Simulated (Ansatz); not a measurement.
`O[Si]S` + NH₃ → `N[Si]O` + H₂S  (ligand exchange at the Si–S bond)

Program: Ansatz. Geometries: PBE0-D4/def2-TZVP. ΔE: electronic, gas phase. CCSD(T)/CBS is frozen-core, at the limit of the def2 triple- and quadruple-zeta sets. Functionals use def2-TZVPP. One conformer a species, not always the lowest.

`O[Si]S`:

Cartesian coordinates in Å:
```
O 0.954 -0.657 0.791
Si -0.643 -0.438 1.126
S -1.405 0.662 -0.589
H 1.370 -0.334 -0.013
H -0.276 0.767 -1.315
```

NH₃:

Cartesian coordinates in Å:
```
N -0.152 -0.162 0.174
H -0.370 0.820 0.287
H 0.842 -0.266 0.337
H -0.320 -0.393 -0.798
```

`N[Si]O`:

Cartesian coordinates in Å:
```
N -0.629 0.438 -0.524
Si 0.452 0.858 0.741
O 1.197 -0.582 1.074
H -1.227 1.139 -0.933
H -0.771 -0.466 -0.953
H 0.978 -1.386 0.595
```

H₂S:

Z-matrix (Å, degrees):
```
S
H 1 1.341
H 1 1.341 2 92.3
```

```csv
level,ΔE (kJ/mol)
revPBE-D4,3.7
BHLYP-D4,-10.8
revPBE,3.8
MP2/def2-TZVPP,-8.7
```

(1) What does CCSD(T)/CBS give? (Estimate.)

Largest T1 diagnostic among the species: 0.015.

Results:

(1) Computed: -7.6 kJ/mol. The listed levels differ from it by 11.3, -3.2, 11.4, -1.1 kJ/mol.

Leaving LDA and LC-ωPBE aside and taking each functional with its dispersion term where it has one, the values, not all of them listed here, spread over 18.3 kJ/mol, from CAM-B3LYP-D4 to revPBE-D4. LDA lies −7.8 kJ/mol from PBE without D4. From BLYP to BHLYP (50 % exact exchange), in def2-TZVPP and without D4, ΔE moves by −8.7 kJ/mol.
